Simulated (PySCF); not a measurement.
# `C/C=C1C=C\1Cl`: 4 charge schemes on one density

Compound: C₅H₅Cl.
Cartesian coordinates in Å at the GFN2-xTB level; atoms count from 1:
```
atom  x, y, z in Å
C1    -1.8194    0.0347    0.0496
C2    -0.5151   -0.6691    0.2797
C3     0.6527   -0.1320    0.0261
C4     1.5060    0.9696   -0.4390
C5     2.1013   -0.1378   -0.0237
Cl6    3.5279   -0.9716    0.2525
H7    -2.4353   -0.5253   -0.6540
H8    -2.3746    0.1203    0.9836
H9    -1.6502    1.0310   -0.3495
H10   -0.5711   -1.6720    0.6785
H11    1.5832    1.9547   -0.8300
```

Density: PBE0/pcSseg-1 (PySCF); schemes: Mulliken, IAO, Hirshfeld and ESP-fitted. Geometry: GFN2-xTB; no solvent, vibrations or thermal averaging.

Task: Atoms with like bonding are taken together and averaged. Do the Mulliken, IAO, Hirshfeld and ESP-fitted schemes agree on where the charge is lowest?

Result: The schemes don't all agree: Mulliken C2 (-0.258); IAO C1 (-0.414); Hirshfeld C1 (-0.122); ESP-fitted C1 (-0.339).

Task: Which atoms carry the highest charge in the Mulliken, IAO, Hirshfeld and ESP-fitted schemes?

Result: The schemes don't all agree: Mulliken H7/H8/H9 (+0.114); IAO H11 (+0.185); Hirshfeld H11 (+0.085); ESP-fitted H11 (+0.175).

Task: For which atoms does the sign change between the 4 schemes (beyond +0.03 e in one, beyond −0.03 e in another)?

Result: Cl6. Atomic charges aren't observables, and each scheme defines them in its own way.

Task: Tabulate the Mulliken, IAO, Hirshfeld and ESP-fitted charges.

Result: In e; atoms taken as equivalent share a row and are averaged (×n: the atom named and its like, n in all):

| atom | environment | Mulliken | IAO | Hirshfeld | ESP-fitted |
| --- | --- | --- | --- | --- | --- |
| C1 | allylic carbon | -0.211 | -0.414 | -0.122 | -0.339 |
| C2 | alkene CH carbon | -0.258 | -0.261 | -0.106 | -0.288 |
| C3 | fully substituted alkene carbon | +0.111 | +0.023 | -0.021 | +0.107 |
| C4 | alkene CH carbon | -0.037 | -0.152 | -0.030 | -0.060 |
| C5 | vinylic C–Cl carbon | -0.047 | -0.025 | +0.016 | -0.135 |
| Cl6 | vinyl chlorine | -0.081 | +0.069 | +0.024 | +0.043 |
| H7/H8/H9 | methyl hydrogen | +0.114 | +0.142 | +0.039 | +0.114 |
| H10 | vinylic hydrogen | +0.095 | +0.149 | +0.037 | +0.155 |
| H11 | vinylic hydrogen | +0.085 | +0.185 | +0.085 | +0.175 |

Mean size of the charges over all atoms: IAO 0.155 e, ESP-fitted 0.149 e, Mulliken 0.115 e, Hirshfeld 0.051 e. Each set sums to the total charge, 0, to within 0.001 e. The IAO scheme projects the occupied orbitals on a minimal set of polarised atomic orbitals and counts the electrons in each atom's part of it.

Task: Sum the charges by element, for elements with more than one atom.

Result: 
| element | atoms | Mulliken | IAO | Hirshfeld | ESP-fitted |
| --- | --- | --- | --- | --- | --- |
| C | 5 | -0.442 | -0.829 | -0.263 | -0.714 |
| H | 5 | +0.523 | +0.760 | +0.239 | +0.672 |

Task: How many electrons does the Mulliken scheme count on C5?

Result: Z − q = 6 − (-0.047) = 6.047.
